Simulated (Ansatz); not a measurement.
Gas-phase electronic energies from Ansatz, PBE0-D4/def2-TZVP geometries. CCSD(T)/CBS is the MP2 limit (def2-TZVPP, def2-QZVPP) plus CCSD(T) − MP2 in def2-TZVPP, frozen cores. This one scheme is used for every species. DFT in def2-TZVPP. HSE06 is defined as in plane-wave codes. One conformer a species, not always the lowest.

`[CH3][AlH][OH]` + HCl → `[OH][AlH][Cl]` + CH₄  (ligand exchange at the Al–C bond)

| level | ΔE (kJ/mol) | difference from CCSD(T)/CBS |
| --- | --- | --- |
| LDA (SPW92) | -162.2 | 12.0 |
| revPBE-D4 | -167.1 | 7.1 |
| PBE0-D4 | -171.6 | 2.6 |
| r2SCANh-D4 | -177.9 | -3.7 |
| HSE06-D4 | -171.7 | 2.5 |
| BHLYP-D4 | -181.4 | -7.2 |
| ωB97M-V | -172.9 | 1.3 |
| PBE-QIDH | -176.3 | -2.1 |
| r2SCAN | -177.4 | -3.2 |
| r2SCANh | -178.1 | -3.9 |
| r2SCAN0 | -179.0 | -4.8 |
| HSE06 | -172.0 | 2.2 |
| BHLYP | -181.3 | -7.1 |
| CCSD/def2-SVP | -179.4 | -5.2 |
| SCS-MP2/def2-QZVPP | -178.0 | -3.8 |
| MP2/CBS(def2) | -178.9 | -4.7 |
| CCSD(T)/CBS | -174.2 | 0 |

Q: What do rigid-rotor, harmonic-oscillator terms from PBE0-D4/def2-TZVP frequencies (298.15 K, 1 bar) make of the CCSD(T)/CBS value? (Best estimate.)

A: Ansatz gave: ΔZPE = +11.3 kJ/mol, ΔH = -164.5 kJ/mol, ΔS = -17 J/(mol·K), ΔG = -159.4 kJ/mol. Modes under 50 cm⁻¹ make the entropy rough.

Largest T1 diagnostic among the species: 0.011.

At CCSD(T), def2-SVP lies −4.1 kJ/mol from the extrapolated value and def2-TZVPP +2.2 kJ/mol. In def2-TZVPP, CCSD(T) changes the Hartree–Fock value by +18.3 kJ/mol (the triples alone add +1.4 kJ/mol) and MP2 by +13.7 kJ/mol.
